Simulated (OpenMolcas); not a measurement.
# How methods differ on BH2 (boron dihydride)

BH2 has 3 atoms, charge 0, and is taken as a doublet. As SMILES, `[BH2]`. The coordinates come from a PBE0-D4/def2-TZVP relaxation.

```csv
atom,x (Å),y (Å),z (Å)
B,0.2651,-0.1677,0.1297
H,0.2921,1.0149,0.2708
H,-0.5572,-0.8473,-0.4006
```

Each level gives the electronic atomisation energy (eV). The values are calculated. Electronic energies at fixed atoms, without zero-point motion or spin-orbit coupling.

```
                level                   kind     program  value (eV)  less CCSD(T)/def2-TZVPPD
      UHF/def2-TZVPPD           Hartree–Fock  OpenMolcas        6.23                     -1.01
   USVWN5/def2-TZVPPD                    LDA  OpenMolcas        8.12                     +0.88
 U-revPBE/def2-TZVPPD                    GGA  OpenMolcas        7.34                     +0.10
 U-r2SCAN/def2-TZVPPD               meta-GGA  OpenMolcas        7.62                     +0.38
    UTPSS/def2-TZVPPD               meta-GGA  OpenMolcas        7.73                     +0.49
   UB3LYP/def2-TZVPPD          global hybrid  OpenMolcas        7.57                     +0.33
    UPBE0/def2-TZVPPD          global hybrid  OpenMolcas        7.47                     +0.23
ROCCSD(T)/def2-TZVPPD  coupled cluster or CI  OpenMolcas        7.24                      0.00
```

Differences are taken from ROCCSD(T)/def2-TZVPPD for orientation; it has basis-set and higher-order errors of its own. The values span 6.23 to 8.12 eV.
